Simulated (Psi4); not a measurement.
**A workflow on BHF2 (SMILES FBF)**

Wanted: a structure relaxation (MP2/6-31G*), then the harmonic vibrations of BHF2. 

Program for the calculation: Psi4 1.11.

## Step 1: Starting point

BHF2: 4 atoms, total charge 0, spin state singlet. SMILES: `FBF`. Geometry: relaxed at PBE0-D4/def2-TZVP. The run starts from this shape.

Bond lengths: F1–B2 1.313 Å, B2–F3 1.313 Å, B2–H4 1.191 Å. Angles: F1–B2–F3 118.1°, F1–B2–H4 121.0°, F3–B2–H4 121.0°.

## Step 2: A geometry optimisation at MP2/6-31G(d) (density fitting, density fitting for correlation, Cartesian functions) (run 1)

Input file run_ase.py:

```python
import numpy as np
from ase.calculators.psi4 import Psi4
from ase import Atoms
from ase.optimize import FIRE

atoms = Atoms(['F', 'B', 'F', 'H'], positions=[
    [1.154300, 0.456900, -0.361900],
    [-0.001900, -0.031000, 0.025200],
    [-1.095400, 0.528700, -0.438900],
    [-0.057000, -0.954600, 0.775600],
])
calc = Psi4(atoms=atoms, method='mp2', basis='6-31G*', memory='1600MB', num_threads=1, charge=0, multiplicity=1, label='bf2h', reference='rhf')
calc.psi4.set_options({'freeze_core': 'true'})
atoms.calc = calc

opt = FIRE(atoms)
done = opt.run(fmax=0.01, steps=40)
print('converged:', done)
for s, p in zip(atoms.symbols, atoms.positions):
    print(f'{s:2s} {p[0]:12.6f} {p[1]:12.6f} {p[2]:12.6f}')
```

Launch:

```
python run_ase.py
```

bf2h.dat:

```text
[...]
  Running in c1 symmetry.
[...]
  Nuclear repulsion =   61.300540011146083
[...]
  Multiplicity = 1
[...]
  Nalpha       = 12
  Nbeta        = 12
[...]
    Number of basis functions: 47
[...]
   @DF-RHF iter   1:  -224.21826346354459   -8.41155e-01   7.43135e-03 ADIIS/DIIS
[...]
   @DF-RHF iter  13:  -224.26132610658661    3.12639e-13   1.57807e-11 DIIS
[...]
    Orbital Energies [Eh]
    ---------------------
    Doubly Occupied:
       1A    -26.321391     2A    -26.321377     3A     -7.723682
       4A     -1.640290     5A     -1.610338     6A     -0.818176
       7A     -0.754493     8A     -0.737077     9A     -0.706461
      10A     -0.654208    11A     -0.646941    12A     -0.556013
[...]
  @DF-RHF Final Energy:  -224.26132610658661
   => Energetics <=
    Nuclear Repulsion Energy =             61.3005400111460830
    One-Electron Energy =                -434.1428380263432700
    Two-Electron Energy =                 148.5809719086105645
    Total Energy =                       -224.2613261065866084
[...]
 Multipole Moments:
 ------------------------------------------------------------------------------------
     Multipole            Electronic (a.u.)      Nuclear  (a.u.)        Total (a.u.)
 ------------------------------------------------------------------------------------
 L = 1.  Multiply by 2.5417464519 to convert [e a0] to [Debye]
 Dipole X            :          0.0479681           -0.0674452           -0.0194771
 Dipole Y            :          0.8032424           -1.1292684           -0.3260260
 Dipole Z            :         -0.6526300            0.9175219            0.2648919
 Magnitude           :                                                    0.4205235
[...]
  -Total Gradient:
     Atom            X                  Y                   Z
    ------   -----------------  -----------------  -----------------
       1       -0.000157097573    -0.000007242365     0.000004666725
       2       -0.000006180622    -0.000081212318     0.000065723000
       3        0.000156560813    -0.000017364537     0.000015493022
       4        0.000006717383     0.000105819220    -0.000085882747
[...]
```

On the terminal:

```text
Step     Time          Energy          fmax
FIRE:    0 hh:mm:ss    -6113.817273        0.734513
FIRE:    1 hh:mm:ss    -6113.826064        0.185085
FIRE:    2 hh:mm:ss    -6113.821859        0.775974
FIRE:    3 hh:mm:ss    -6113.824047        0.598907
FIRE:    4 hh:mm:ss    -6113.826540        0.286179
FIRE:    5 hh:mm:ss    -6113.827198        0.088902
FIRE:    6 hh:mm:ss    -6113.827211        0.084382
FIRE:    7 hh:mm:ss    -6113.827236        0.078976
FIRE:    8 hh:mm:ss    -6113.827267        0.071178
FIRE:    9 hh:mm:ss    -6113.827299        0.061355
FIRE:   10 hh:mm:ss    -6113.827328        0.049993
FIRE:   11 hh:mm:ss    -6113.827349        0.037749
FIRE:   12 hh:mm:ss    -6113.827363        0.029528
FIRE:   13 hh:mm:ss    -6113.827373        0.047102
FIRE:   14 hh:mm:ss    -6113.827384        0.058607
FIRE:   15 hh:mm:ss    -6113.827398        0.061517
FIRE:   16 hh:mm:ss    -6113.827419        0.053869
FIRE:   17 hh:mm:ss    -6113.827441        0.034757
FIRE:   18 hh:mm:ss    -6113.827454        0.008139
converged: True
F      1.167511     0.456937    -0.361817
B     -0.002016    -0.033721     0.027398
F     -1.108589     0.529585    -0.439724
H     -0.056906    -0.952801     0.774144
```

Wall time 16 s (1 thread of AMD EPYC 7R43 (Zen 3), shared host); peak memory 0.21 GiB.

The path in brief:

```tsv
step	energy from the first frame kept (eV)	largest force (eV/Å)
0	0.0000	0.7345
1	-0.0088	0.1851
2	-0.0046	0.7760
3	-0.0068	0.5989
4	-0.0093	0.2862
5	-0.0099	0.0889
6	-0.0099	0.0844
7	-0.0100	0.0790
8	-0.0100	0.0712
9	-0.0100	0.0614
10	-0.0101	0.0500
11	-0.0101	0.0378
12	-0.0101	0.0295
13	-0.0101	0.0471
14	-0.0101	0.0586
15	-0.0101	0.0615
16	-0.0101	0.0539
17	-0.0102	0.0348
18	-0.0102	0.0081
```

After the run. Bond lengths: F1–B2 1.327 Å, B2–F3 1.327 Å, B2–H4 1.185 Å. Angles: F1–B2–F3 118.4°, F1–B2–H4 120.8°, F3–B2–H4 120.8°.

## Step 3: The harmonic vibrations at MP2/6-31G(d) (density fitting, density fitting for correlation, Cartesian functions) (run 2)

Input file bf2h.xyz:

```xyz
4
BF2H
F      1.167526     0.457150    -0.361990
B     -0.002000    -0.033509     0.027225
F     -1.108574     0.529797    -0.439897
H     -0.056891    -0.952589     0.773971
```

Input file bf2h_ase.py:

```python
import numpy as np
from ase.calculators.psi4 import Psi4
from ase.io import read
from ase.vibrations import Vibrations

mol = read('bf2h.xyz')
calc = Psi4(atoms=mol, method='mp2', basis='6-31G*', memory='1600MB', num_threads=1, charge=0, multiplicity=1, label='calc', reference='rhf')
calc.psi4.set_options({'freeze_core': 'true'})
mol.calc = calc

vib = Vibrations(mol, delta=0.02)
vib.run()
vib.summary()
```

Launch:

```
python bf2h_ase.py
```

calc.dat:

```text
[...]
  Running in c1 symmetry.
[...]
  Nuclear repulsion =   61.255407835461057
[...]
  Multiplicity = 1
[...]
  Nalpha       = 12
  Nbeta        = 12
[...]
    Number of basis functions: 47
[...]
   @DF-RHF iter   1:  -224.21790271799784   -8.44489e-01   7.44478e-03 ADIIS/DIIS
[...]
   @DF-RHF iter  12:  -224.26114702895387    2.27374e-13   9.10063e-11 DIIS
[...]
    Orbital Energies [Eh]
    ---------------------
    Doubly Occupied:
       1A    -26.321854     2A    -26.321802     3A     -7.725232
       4A     -1.640691     5A     -1.610737     6A     -0.818306
       7A     -0.754863     8A     -0.736490     9A     -0.706839
      10A     -0.654578    11A     -0.647297    12A     -0.553662
[...]
  @DF-RHF Final Energy:  -224.26114702895387
   => Energetics <=
    Nuclear Repulsion Energy =             61.2554078354610567
    One-Electron Energy =                -434.0484054034605492
    Two-Electron Energy =                 148.5318505390455925
    Total Energy =                       -224.2611470289538715
[...]
 Multipole Moments:
 ------------------------------------------------------------------------------------
     Multipole            Electronic (a.u.)      Nuclear  (a.u.)        Total (a.u.)
 ------------------------------------------------------------------------------------
 L = 1.  Multiply by 2.5417464519 to convert [e a0] to [Debye]
 Dipole X            :          0.0480597           -0.0674454           -0.0193857
 Dipole Y            :          0.8037919           -1.1292684           -0.3254765
 Dipole Z            :         -0.6809451            0.9370384            0.2560933
 Magnitude           :                                                    0.4146017
[...]
  -Total Gradient:
     Atom            X                  Y                   Z
    ------   -----------------  -----------------  -----------------
       1       -0.000026030762     0.000473046720     0.000269881722
       2        0.000218838566     0.003477258964    -0.004981572733
       3        0.000036750430     0.000524076715     0.000228257085
       4       -0.000229558235    -0.004474382398     0.004483433925
[...]
```

The script printed:

```text
---------------------
  #    meV     cm^-1
---------------------
  0    4.2i     34.3i
  1    2.2i     17.6i
  2    1.4i     11.5i
  3    0.0i      0.0i
  4    0.0       0.0
  5    0.0       0.3
  6   67.2     542.2
  7  120.1     968.6
  8  142.8    1151.9
  9  146.6    1182.7
 10  184.0    1483.9
 11  349.1    2816.0
---------------------
Zero-point energy: 0.505 eV
```

It took 22 s on 1 thread of AMD EPYC 7R43 (Zen 3), shared host; peak memory 0.23 GiB.

## Step 4: Summary of results

| quantity | value |
| --- | --- |
| run 1, MP2/6-31G*: total energy at the end | -224.67902 Eh |
| run 1, MP2/6-31G*: correlation energy (3 core orbitals frozen) | -417.7 mEh |

In words: The optimisation (run 1, MP2/6-31G*) took 18 steps and changed the energy by -0.010 eV.
